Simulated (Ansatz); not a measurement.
System: Ho2O3 (Ia-3, No. 206). Method: PBEsol (Ansatz, an electronic-structure program, plane waves, PAW).

Numerical settings: plane-wave cutoff 500 eV, 6×6×6 k mesh, Fermi–Dirac smearing 0.05 eV, spin-polarised with parallel moments, scalar-relativistic PAW data made under PBE.

Cell (relaxed at this level):

```
Ho2O3
1.0
   -5.25336     5.25336     5.25336
    5.25336    -5.25336     5.25336
    5.25336     5.25336    -5.25336
Ho O
16 24
Direct
  0.50000   0.50000   0.50000
  0.50000   0.00000   0.00000
  0.00000   0.00000   0.50000
  0.00000   0.50000   0.00000
  0.25000   0.21733   0.96733
  0.25000   0.71733   0.46733
  0.75000   0.78267   0.03267
  0.03267   0.75000   0.78267
  0.46733   0.25000   0.71733
  0.78267   0.03267   0.75000
  0.71733   0.46733   0.25000
  0.75000   0.28267   0.53267
  0.96733   0.25000   0.21733
  0.53267   0.75000   0.28267
  0.21733   0.96733   0.25000
  0.28267   0.53267   0.75000
  0.53199   0.77061   0.54205
  0.27143   0.01006   0.04205
  0.22857   0.27061   0.73863
  0.03199   0.48994   0.76137
  0.45795   0.46801   0.22939
  0.04205   0.27143   0.01006
  0.73863   0.22857   0.27061
  0.76137   0.03199   0.48994
  0.22939   0.45795   0.46801
  0.01006   0.04205   0.27143
  0.27061   0.73863   0.22857
  0.48994   0.76137   0.03199
  0.46801   0.22939   0.45795
  0.72857   0.98994   0.95795
  0.77143   0.72939   0.26137
  0.96801   0.51006   0.23863
  0.54205   0.53199   0.77061
  0.95795   0.72857   0.98994
  0.26137   0.77143   0.72939
  0.23863   0.96801   0.51006
  0.77061   0.54205   0.53199
  0.98994   0.95795   0.72857
  0.72939   0.26137   0.77143
  0.51006   0.23863   0.96801
```

**Question.** What does this level give for the band gap?

**Answer.** 
- band gap = 0.56 eV (on the SCF k mesh)

Note: the magnetic order was assumed, not searched for or taken from measurement; the relaxation could not lower the start's symmetry, so the cell can be a saddle point above a distorted one; the 4f shell is treated without U or exact exchange, so its levels and filling can be wrong.

Spin–orbit coupling is not included.
